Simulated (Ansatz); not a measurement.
# AlH5OSi (built from SMILES [OH][AlH][SiH3]): a barrier at many levels of theory, part 2 of 3

Ansatz 0.2.0, Gaussian basis.

**8. B3LYP-D4/def2-TZVPP**

The inputs:

r/in.yaml

```yaml
crystal:
  periodic: [false, false, false]
  atoms:
    - {symbol: Al, position_ang: [-0.938051, -0.277470, -0.327887]}
    - {symbol: Si, position_ang: [1.417177, 0.332133, -0.064861]}
    - {symbol: H, position_ang: [-1.628121, -0.664362, -1.707243]}
    - {symbol: O, position_ang: [-1.875637, -0.278599, 1.088247]}
    - {symbol: H, position_ang: [1.775249, 0.670513, 1.339584]}
    - {symbol: H, position_ang: [2.300030, -0.786648, -0.506624]}
    - {symbol: H, position_ang: [1.754561, 1.506919, -0.920486]}
    - {symbol: H, position_ang: [-2.805306, -0.502387, 1.099268]}
basis:
  gaussian: {orbitals: def2-TZVPP}
hamiltonian: {xc: {name: B3LYP}, dispersion: d4}
```

ts/in.yaml

```yaml
crystal:
  periodic: [false, false, false]
  atoms:
    - {symbol: Al, position_ang: [-0.827853, -0.010422, 0.978747]}
    - {symbol: Si, position_ang: [1.268615, 0.273508, -0.180797]}
    - {symbol: H, position_ang: [-0.307822, -0.255962, -0.794439]}
    - {symbol: O, position_ang: [-2.472053, -0.420330, 0.928216]}
    - {symbol: H, position_ang: [2.331436, 0.721798, 0.788566]}
    - {symbol: H, position_ang: [1.787235, -1.017942, -0.710574]}
    - {symbol: H, position_ang: [1.153156, 1.402013, -1.145271]}
    - {symbol: H, position_ang: [-2.932814, -0.692562, 0.135553]}
basis:
  gaussian: {orbitals: def2-TZVPP}
hamiltonian: {xc: {name: B3LYP}, dispersion: d4}
```

p/in.yaml

```yaml
crystal:
  periodic: [false, false, false]
  atoms:
    - {symbol: Al, position_ang: [-1.583317, 0.731100, 1.406004]}
    - {symbol: Si, position_ang: [1.565029, 0.118579, -0.609794]}
    - {symbol: H, position_ang: [0.351355, -0.723336, -0.780620]}
    - {symbol: O, position_ang: [-2.813121, -0.328598, 0.993629]}
    - {symbol: H, position_ang: [2.045135, 0.011296, 0.790366]}
    - {symbol: H, position_ang: [2.623088, -0.360326, -1.537970]}
    - {symbol: H, position_ang: [1.231503, 1.530791, -0.921486]}
    - {symbol: H, position_ang: [-3.419772, -0.979407, 0.659872]}
basis:
  gaussian: {orbitals: def2-TZVPP}
hamiltonian: {xc: {name: B3LYP}, dispersion: d4}
```

Each run has its own folder and the same command.

Started as:

```bash
$ ansatz run in.yaml --threads 2 --pin off --events-out ev --progress --plain --max-ram 4352MiB
```

r printed, cut to the lines that bear on the results:

```text
Functional definition: B3LYP
  name "B3LYP"
  cite "Stephens, Devlin, Chabalowski & Frisch, J. Phys. Chem. 98, 11623 (1994) doi:10.1021/j100096a001"
  cite "Becke, Phys. Rev. A 38, 3098 (1988) doi:10.1103/PhysRevA.38.3098"
  cite "Lee, Yang & Parr, Phys. Rev. B 37, 785 (1988) doi:10.1103/PhysRevB.37.785"
  cite "Vosko, Wilk & Nusair, Can. J. Phys. 58, 1200 (1980) doi:10.1139/p80-159"
[...]
1030 factors; their error is unknown
[...]
mean field -16606.99418750 eV, -610.2957797656 hartree, gradient 5.9e-5 eV, S^2 0.000000; 0 other end points of the search recorded, 0 dependent functions left out
reference -16606.99447102 eV, -610.2957901848 hartree; 20, 20 occupied and 165, 165 virtual orbitals, 1030 factors
Total energy: -16607.19672085 eV, -610.3032227291 hartree
```

Output in ts, cut to the lines that bear on the results:

```text
[... 6 set-up lines as earlier in the session ...]
[...]
1030 factors; their error is unknown
[...]
mean field -16604.81618889 eV, -610.2157397932 hartree, gradient 6.9e-5 eV, S^2 0.000000; 0 other end points of the search recorded, 0 dependent functions left out
reference -16604.81645094 eV, -610.2157494232 hartree; 20, 20 occupied and 165, 165 virtual orbitals, 1030 factors
Total energy: -16605.03139264 eV, -610.2236483851 hartree
```

p printed, cut to the lines that bear on the results:

```text
[... 6 set-up lines as earlier in the session ...]
[...]
1030 factors; their error is unknown
[...]
mean field -16606.48927632 eV, -610.2772246220 hartree, gradient 3.3e-5 eV, S^2 0.000000; 0 other end points of the search recorded, 0 dependent functions left out
reference -16606.48955289 eV, -610.2772347856 hartree; 20, 20 occupied and 165, 165 virtual orbitals, 1030 factors
Total energy: -16606.70827589 eV, -610.2852727077 hartree
```

They took 2.3 s (r), 2.3 s (ts), 2.1 s (p) on 2 threads of Arm Neoverse V2, shared host.

At this level: barrier 49.9 kcal/mol, step energy +11.3 kcal/mol.

**9. r2SCAN0-D4/def2-TZVPP**

The same edit goes into each in.yaml of step 8 (r, ts, p):

```diff
-hamiltonian: {xc: {name: B3LYP}, dispersion: d4}
+hamiltonian: {xc: {name: r2SCAN0}, dispersion: d4}
```

Each run has its own folder and the same command.

Started as:

```bash
$ ansatz run in.yaml --threads 2 --pin off --events-out ev --progress --plain --max-ram 4352MiB
```

Output in r, cut to the lines that bear on the results:

```text
Functional definition: r2SCAN0
  name "r2SCAN0"
  cite "Bursch, Neugebauer, Ehlert & Grimme, J. Chem. Phys. 156, 134105 (2022) doi:10.1063/5.0086040"
[... 3 set-up lines as earlier in the session ...]
[...]
1037 factors; their error is unknown
[...]
mean field -16602.46669293 eV, -610.1293974090 hartree, gradient 3.9e-5 eV, S^2 0.000000; 0 other end points of the search recorded, 0 dependent functions left out
reference -16602.46670442 eV, -610.1293978313 hartree; 20, 20 occupied and 165, 165 virtual orbitals, 1037 factors
Total energy: -16602.50242499 eV, -610.1307105380 hartree
```

Log of ts, cut to the lines that bear on the results:

```text
[... 6 set-up lines as earlier in the session ...]
[...]
1037 factors; their error is unknown
[...]
mean field -16600.28377148 eV, -610.0491765255 hartree, gradient 5.0e-5 eV, S^2 0.000000; 0 other end points of the search recorded, 0 dependent functions left out
reference -16600.28378204 eV, -610.0491769133 hartree; 20, 20 occupied and 165, 165 virtual orbitals, 1037 factors
Total energy: -16600.32074989 eV, -610.0505354570 hartree
```

Output in p, cut to the lines that bear on the results:

```text
[... 6 set-up lines as earlier in the session ...]
[...]
1037 factors; their error is unknown
[...]
mean field -16601.71036873 eV, -610.1016030073 hartree, gradient 2.2e-5 eV, S^2 0.000000; 0 other end points of the search recorded, 0 dependent functions left out
reference -16601.71037976 eV, -610.1016034128 hartree; 20, 20 occupied and 165, 165 virtual orbitals, 1037 factors
Total energy: -16601.75094224 eV, -610.1030940564 hartree
```

Times: 3.7 s (r), 4 s (ts), 3.3 s (p) on 2 threads of Arm Neoverse V2, shared host.

At this level: barrier 50.3 kcal/mol, step energy +17.3 kcal/mol.

**10. BHLYP-D4/def2-TZVPP**

The same edit goes into each in.yaml of step 9 (r, ts, p):

```diff
-hamiltonian: {xc: {name: r2SCAN0}, dispersion: d4}
+hamiltonian: {xc: {name: BHLYP}, dispersion: d4}
```

Each run has its own folder and the same command.

Started as:

```bash
$ ansatz run in.yaml --threads 2 --pin off --events-out ev --progress --plain --max-ram 4352MiB
```

Output in r, cut to the lines that bear on the results:

```text
Functional definition: BHLYP
  name "BHLYP"
  cite "Becke, J. Chem. Phys. 98, 1372 (1993) doi:10.1063/1.464304"
[... 2 set-up lines as earlier in the session ...]
[...]
1087 factors; their error is unknown
[...]
mean field -16604.61667209 eV, -610.2084076860 hartree, gradient 5.6e-5 eV, S^2 0.000000; 0 other end points of the search recorded, 0 dependent functions left out
reference -16604.61686320 eV, -610.2084147090 hartree; 20, 20 occupied and 165, 165 virtual orbitals, 1087 factors
Total energy: -16604.78785345 eV, -610.2146984847 hartree
```

Log of ts, cut to the lines that bear on the results:

```text
[... 5 set-up lines as earlier in the session ...]
[...]
1087 factors; their error is unknown
[...]
mean field -16602.27470696 eV, -610.1223420548 hartree, gradient 2.1e-5 eV, S^2 0.000000; 0 other end points of the search recorded, 0 dependent functions left out
reference -16602.27488288 eV, -610.1223485199 hartree; 20, 20 occupied and 165, 165 virtual orbitals, 1087 factors
Total energy: -16602.45524797 eV, -610.1289768144 hartree
```

p printed, cut to the lines that bear on the results:

```text
[... 5 set-up lines as earlier in the session ...]
[...]
1087 factors; their error is unknown
[...]
mean field -16604.05950250 eV, -610.1879320812 hartree, gradient 4.7e-5 eV, S^2 0.000000; 0 other end points of the search recorded, 0 dependent functions left out
reference -16604.05969140 eV, -610.1879390230 hartree; 20, 20 occupied and 165, 165 virtual orbitals, 1087 factors
Total energy: -16604.24280648 eV, -610.1946683782 hartree
```

Wall times: 2 s (r), 2.2 s (ts), 1.7 s (p) on 2 threads of Arm Neoverse V2, shared host.

Barrier 53.8 kcal/mol; end less start +12.6 kcal/mol.

**11. CAM-B3LYP-D4/def2-TZVPP**

The same edit goes into each in.yaml of step 10 (r, ts, p):

```diff
-hamiltonian: {xc: {name: BHLYP}, dispersion: d4}
+hamiltonian: {xc: {name: CAM-B3LYP}, dispersion: d4}
```

Each run has its own folder and the same command.

Started as:

```bash
$ ansatz run in.yaml --threads 2 --pin off --events-out ev --progress --plain --max-ram 4352MiB
```

r printed, cut to the lines that bear on the results:

```text
Functional definition: CAM-B3LYP
  name "CAM-B3LYP"
  cite "Yanai, Tew & Handy, Chem. Phys. Lett. 393, 51 (2004) doi:10.1016/j.cplett.2004.06.011"
  cite "Iikura, Tsuneda, Yanai & Hirao, J. Chem. Phys. 115, 3540 (2001) doi:10.1063/1.1383587"
[... 2 set-up lines as earlier in the session ...]
[...]
  # Exact exchange under (alpha + beta erf(omega r))/r, Becke's under what is left of 1/r.
[...]
1025 factors; their error is unknown
270 factors; integrals over basis functions are off by at most 1.3e-5 eV
[...]
mean field -16605.21340157 eV, -610.2303370900 hartree, gradient 5.3e-5 eV, S^2 0.000000; 0 other end points of the search recorded, 0 dependent functions left out
reference -16605.21353992 eV, -610.2303421739 hartree; 20, 20 occupied and 165, 165 virtual orbitals, 1025 factors
Total energy: -16605.32294169 eV, -610.2343626150 hartree
```

Log of ts, cut to the lines that bear on the results:

```text
[... 6 set-up lines as earlier in the session ...]
[...]
  # Exact exchange under (alpha + beta erf(omega r))/r, Becke's under what is left of 1/r.
[...]
1025 factors; their error is unknown
270 factors; integrals over basis functions are off by at most 2.2e-5 eV
[...]
mean field -16602.91885269 eV, -610.1460139739 hartree, gradient 5.0e-5 eV, S^2 0.000000; 0 other end points of the search recorded, 0 dependent functions left out
reference -16602.91898005 eV, -610.1460186543 hartree; 20, 20 occupied and 165, 165 virtual orbitals, 1025 factors
Total energy: -16603.03363814 eV, -610.1502322614 hartree
```

Output in p, cut to the lines that bear on the results:

```text
[... 6 set-up lines as earlier in the session ...]
[...]
  # Exact exchange under (alpha + beta erf(omega r))/r, Becke's under what is left of 1/r.
[...]
1025 factors; their error is unknown
270 factors; integrals over basis functions are off by at most 3.2e-5 eV
[...]
mean field -16604.66541524 eV, -610.2101989637 hartree, gradient 2.3e-5 eV, S^2 0.000000; 0 other end points of the search recorded, 0 dependent functions left out
reference -16604.66555072 eV, -610.2102039424 hartree; 20, 20 occupied and 165, 165 virtual orbitals, 1025 factors
Total energy: -16604.78653397 eV, -610.2146499947 hartree
```

They took 2.5 s (r), 2.6 s (ts), 2.5 s (p) on 2 threads of Arm Neoverse V2, shared host.

Barrier 52.8 kcal/mol; end less start +12.4 kcal/mol.

**12. wB97X-V/def2-TZVPP**

The same edit goes into each in.yaml of step 11 (r, ts, p):

```diff
-hamiltonian: {xc: {name: CAM-B3LYP}, dispersion: d4}
+hamiltonian: {xc: {name: wB97X-V}}
```

Each run has its own folder and the same command.

Started as:

```bash
$ ansatz run in.yaml --threads 2 --pin off --events-out ev --progress --plain --max-ram 4352MiB
```

Output in r, cut to the lines that bear on the results:

```text
Functional definition: wB97X-V
  name "wB97X-V"
  cite "Mardirossian & Head-Gordon, Phys. Chem. Chem. Phys. 16, 9904 (2014) doi:10.1039/C3CP54374A"
[... 2 set-up lines as earlier in the session ...]
[...]
      + integral(e_c_pw_opposite_spin*poly(b97_u_opposite, cos0, cos1)) + vv10(b, c)
1025 factors; their error is unknown
247 factors; integrals over basis functions are off by at most 1.3e-5 eV
[...]
mean field -16602.51716210 eV, -610.1312521168 hartree, gradient 6.6e-5 eV, S^2 0.000000; 0 other end points of the search recorded, 0 dependent functions left out
reference -16602.51715976 eV, -610.1312520309 hartree; 20, 20 occupied and 165, 165 virtual orbitals, 1025 factors
Total energy: -16602.51715976 eV, -610.1312520309 hartree
```

Output in ts, cut to the lines that bear on the results:

```text
[... 5 set-up lines as earlier in the session ...]
[...]
      + integral(e_c_pw_opposite_spin*poly(b97_u_opposite, cos0, cos1)) + vv10(b, c)
1025 factors; their error is unknown
247 factors; integrals over basis functions are off by at most 1.5e-5 eV
[...]
mean field -16600.21017434 eV, -610.0464718803 hartree, gradient 2.8e-5 eV, S^2 0.000000; 0 other end points of the search recorded, 0 dependent functions left out
reference -16600.21017218 eV, -610.0464718011 hartree; 20, 20 occupied and 165, 165 virtual orbitals, 1025 factors
Total energy: -16600.21017218 eV, -610.0464718011 hartree
```

Log of p, cut to the lines that bear on the results:

```text
[... 5 set-up lines as earlier in the session ...]
[...]
      + integral(e_c_pw_opposite_spin*poly(b97_u_opposite, cos0, cos1)) + vv10(b, c)
1025 factors; their error is unknown
247 factors; integrals over basis functions are off by at most 1.9e-5 eV
[...]
mean field -16601.82387967 eV, -610.1057744574 hartree, gradient 7.0e-5 eV, S^2 0.000000; 0 other end points of the search recorded, 0 dependent functions left out
reference -16601.82387740 eV, -610.1057743742 hartree; 20, 20 occupied and 165, 165 virtual orbitals, 1025 factors
Total energy: -16601.82387740 eV, -610.1057743742 hartree
```

Times: 7 s (r), 7 s (ts), 6.5 s (p) on 2 threads of Arm Neoverse V2, shared host; peak memory 0.46 GiB.

Barrier 53.2 kcal/mol; end less start +16.0 kcal/mol.

**13. wB97M-V/def2-TZVPP**

Each input of step 12 (r, ts, p) changes in the same lines:

```diff
-hamiltonian: {xc: {name: wB97X-V}}
+hamiltonian: {xc: {name: wB97M-V}}
```

The same command starts each run, in its folder.

Started as:

```bash
$ ansatz run in.yaml --threads 2 --pin off --events-out ev --progress --plain --max-ram 4352MiB
```

Output in r, cut to the lines that bear on the results:

```text
Functional definition: wB97M-V
  name "wB97M-V"
  cite "Mardirossian & Head-Gordon, J. Chem. Phys. 144, 214110 (2016) doi:10.1063/1.4952647"
[... 2 set-up lines as earlier in the session ...]
  # Of w^i u^j: cxij and so on, Table III.
[...]
  gx(w, u) = 1 - cx + cx01*u + cx10*w
[...]
      + integral(e_c_pw_mod_opposite_spin*gos(b97_w_opposite, b97_u_opposite)) + vv10(b, c)
1009 factors; their error is unknown
247 factors; integrals over basis functions are off by at most 1.3e-5 eV
[...]
mean field -16603.49114913 eV, -610.1670454799 hartree, gradient 6.9e-5 eV, S^2 0.000000; 0 other end points of the search recorded, 0 dependent functions left out
reference -16603.49120583 eV, -610.1670475638 hartree; 20, 20 occupied and 165, 165 virtual orbitals, 1009 factors
Total energy: -16603.49120583 eV, -610.1670475638 hartree
```

ts printed, cut to the lines that bear on the results:

```text
[... 5 set-up lines as earlier in the session ...]
  # Of w^i u^j: cxij and so on, Table III.
[...]
  gx(w, u) = 1 - cx + cx01*u + cx10*w
[...]
      + integral(e_c_pw_mod_opposite_spin*gos(b97_w_opposite, b97_u_opposite)) + vv10(b, c)
1009 factors; their error is unknown
247 factors; integrals over basis functions are off by at most 1.5e-5 eV
[...]
mean field -16601.33570767 eV, -610.0878344674 hartree, gradient 8.0e-5 eV, S^2 0.000000; 0 other end points of the search recorded, 0 dependent functions left out
reference -16601.33576009 eV, -610.0878363940 hartree; 20, 20 occupied and 165, 165 virtual orbitals, 1009 factors
Total energy: -16601.33576009 eV, -610.0878363940 hartree
```

p printed, cut to the lines that bear on the results:

```text
[... 5 set-up lines as earlier in the session ...]
  # Of w^i u^j: cxij and so on, Table III.
[...]
  gx(w, u) = 1 - cx + cx01*u + cx10*w
[...]
      + integral(e_c_pw_mod_opposite_spin*gos(b97_w_opposite, b97_u_opposite)) + vv10(b, c)
1009 factors; their error is unknown
247 factors; integrals over basis functions are off by at most 1.9e-5 eV
[...]
mean field -16603.04260351 eV, -610.1505617324 hartree, gradient 6.4e-5 eV, S^2 0.000000; 0 other end points of the search recorded, 0 dependent functions left out
reference -16603.04265882 eV, -610.1505637650 hartree; 20, 20 occupied and 165, 165 virtual orbitals, 1009 factors
Total energy: -16603.04265882 eV, -610.1505637650 hartree
```

Times: 7.5 s (r), 7 s (ts), 7.5 s (p) on 2 threads of Arm Neoverse V2, shared host; peak memory 0.47 GiB.

Barrier 49.7 kcal/mol; end less start +10.3 kcal/mol.

**14. B2PLYP/def2-TZVPP**

The same edit goes into each in.yaml of step 13 (r, ts, p):

```diff
-hamiltonian: {xc: {name: wB97M-V}}
+hamiltonian: {xc: {name: B2PLYP}}
```

Each run has its own folder and the same command.

Started as:

```bash
$ ansatz run in.yaml --threads 2 --pin off --events-out ev --progress --plain --max-ram 4352MiB
```

Log of r, cut to the lines that bear on the results:

```text
Functional definition: B2PLYP
  name "B2PLYP"
  cite "Grimme, J. Chem. Phys. 124, 034108 (2006) doi:10.1063/1.2148954"
[... 2 set-up lines as earlier in the session ...]
[...]
1078 factors; integrals over basis functions are off by at most 9.3e-4 eV
[...]
mean field -16593.64743650 eV, -609.8052957130 hartree, gradient 3.8e-6 eV, S^2 0.000000; 0 other end points of the search recorded, 0 dependent functions left out
11 core orbitals not correlated: weight in the atoms' cores, before any rotation towards them, 1.000 or more for the frozen orbitals, at most 0.000 for the correlated occupied ones
reference -16593.64761520 eV, -609.8053022803 hartree; 9, 9 occupied and 165, 165 virtual orbitals, 1078 factors
second order -14.98262033 eV of doubles, -0.00000000 eV of singles
Total energy: -16597.69292269 eV, -609.9539645885 hartree
```

Log of ts, cut to the lines that bear on the results:

```text
[... 5 set-up lines as earlier in the session ...]
[...]
1079 factors; integrals over basis functions are off by at most 1.0e-3 eV
[...]
mean field -16591.27669629 eV, -609.7181726172 hartree, gradient 5.5e-6 eV, S^2 0.000000; 0 other end points of the search recorded, 0 dependent functions left out
11 core orbitals not correlated: weight in the atoms' cores, before any rotation towards them, 1.000 or more for the frozen orbitals, at most 0.000 for the correlated occupied ones
reference -16591.27686061 eV, -609.7181786562 hartree; 9, 9 occupied and 165, 165 virtual orbitals, 1079 factors
second order -15.49311915 eV of doubles, -0.00000000 eV of singles
Total energy: -16595.46000279 eV, -609.8719062956 hartree
```

p printed, cut to the lines that bear on the results:

```text
[... 5 set-up lines as earlier in the session ...]
[...]
1075 factors; integrals over basis functions are off by at most 9.2e-4 eV
[...]
mean field -16593.13234013 eV, -609.7863662707 hartree, gradient 2.3e-6 eV, S^2 0.000000; 0 other end points of the search recorded, 0 dependent functions left out
11 core orbitals not correlated: weight in the atoms' cores, before any rotation towards them, 1.000 or more for the frozen orbitals, at most 0.000 for the correlated occupied ones
reference -16593.13251662 eV, -609.7863727564 hartree; 9, 9 occupied and 165, 165 virtual orbitals, 1075 factors
second order -14.86510491 eV of doubles, -0.00000000 eV of singles
Total energy: -16597.14609494 eV, -609.9338690394 hartree
```

Wall times: 3.8 s (r), 4.1 s (ts), 3.8 s (p) on 2 threads of Arm Neoverse V2, shared host.

Barrier 51.5 kcal/mol; end less start +12.6 kcal/mol.

**15. PBE-QIDH/def2-TZVPP**

The same edit goes into each in.yaml of step 14 (r, ts, p):

```diff
-hamiltonian: {xc: {name: B2PLYP}}
+hamiltonian: {xc: {name: PBE-QIDH}}
```

The same command starts each run, in its folder.

Started as:

```bash
$ ansatz run in.yaml --threads 2 --pin off --events-out ev --progress --plain --max-ram 4352MiB
```

Log of r, cut to the lines that bear on the results:

```text
Functional definition: PBE-QIDH
  name "PBE-QIDH"
  cite "Brémond, Sancho-García, Pérez-Jiménez & Adamo, J. Chem. Phys. 141, 031101 (2014) doi:10.1063/1.4890314"
[... 1 set-up line as earlier in the session ...]
[...]
1078 factors; integrals over basis functions are off by at most 9.3e-4 eV
[...]
mean field -16587.17717762 eV, -609.5675180851 hartree, gradient 3.7e-6 eV, S^2 0.000000; 0 other end points of the search recorded, 0 dependent functions left out
11 core orbitals not correlated: weight in the atoms' cores, before any rotation towards them, 1.000 or more for the frozen orbitals, at most 0.000 for the correlated occupied ones
reference -16587.17719189 eV, -609.5675186096 hartree; 9, 9 occupied and 165, 165 virtual orbitals, 1078 factors
second order -13.88634866 eV of doubles, -0.00000000 eV of singles
Total energy: -16591.80597478 eV, -609.7376232432 hartree
```

Output in ts, cut to the lines that bear on the results:

```text
[... 4 set-up lines as earlier in the session ...]
[...]
1079 factors; integrals over basis functions are off by at most 1.0e-3 eV
[...]
mean field -16584.78823817 eV, -609.4797261796 hartree, gradient 1.5e-6 eV, S^2 0.000000; 0 other end points of the search recorded, 0 dependent functions left out
11 core orbitals not correlated: weight in the atoms' cores, before any rotation towards them, 1.000 or more for the frozen orbitals, at most 0.000 for the correlated occupied ones
reference -16584.78825122 eV, -609.4797266591 hartree; 9, 9 occupied and 165, 165 virtual orbitals, 1079 factors
second order -14.32003843 eV of doubles, -0.00000000 eV of singles
Total energy: -16589.56159736 eV, -609.6551438944 hartree
```

Log of p, cut to the lines that bear on the results:

```text
[... 4 set-up lines as earlier in the session ...]
[...]
1075 factors; integrals over basis functions are off by at most 9.2e-4 eV
[...]
mean field -16586.49232037 eV, -609.5423500452 hartree, gradient 1.0e-5 eV, S^2 0.000000; 0 other end points of the search recorded, 0 dependent functions left out
11 core orbitals not correlated: weight in the atoms' cores, before any rotation towards them, 1.000 or more for the frozen orbitals, at most 0.000 for the correlated occupied ones
reference -16586.49233438 eV, -609.5423505602 hartree; 9, 9 occupied and 165, 165 virtual orbitals, 1075 factors
second order -13.77459104 eV of doubles, -0.00000000 eV of singles
Total energy: -16591.08386473 eV, -609.7110861882 hartree
```

They took 3.6 s (r), 5.5 s (ts), 3.6 s (p) on 2 threads of Arm Neoverse V2, shared host.

At this level: barrier 51.8 kcal/mol, step energy +16.7 kcal/mol.

[end of part 2 of 3]
